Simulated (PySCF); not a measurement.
Stepwise substitution at one centre (B F-SH). Gas-phase values, no solvent. One relaxed conformer stands for each flexible species; it need not be the lowest. Strings in code marks are SMILES.

The S1 excitation (TDA) from two functionals at the same geometries (B3LYP-D3(BJ)/def2-TZVP), both in PySCF: PBE-D3(BJ)/def2-TZVP and B3LYP-D3(BJ)/def2-TZVP. B3LYP has the VWN-RPA correlation part, as in Gaussian. Excitations are Tamm–Dancoff values on a coarser integration grid. The basis has no diffuse functions, so Rydberg states are missing or too high.

| species | PBE-D3(BJ)/def2-TZVP (eV) | B3LYP-D3(BJ)/def2-TZVP (eV) |
|---|---|---|
| 0 of 3 F replaced by SH (`FB(F)F`) | 9.70 | 10.48 |
| 1 of 3 F replaced by SH (`FB(F)S` (F–B–S–H torsion 0°)) | 6.59 | 6.65 |
| 2 of 3 F replaced by SH (`SB(F)S` (S–B–S–H torsion -180°, S–B–S–H torsion 180°)) | 5.56 | 5.86 |
| 3 of 3 F replaced by SH | 4.86 | 5.32 |

Over these rows, drawn at random from the members with no instability flagged (it was tested for open shells, ions and some series alone), PBE minus B3LYP-D3(BJ): mean -0.40 eV, from -0.78 eV to -0.06 eV.
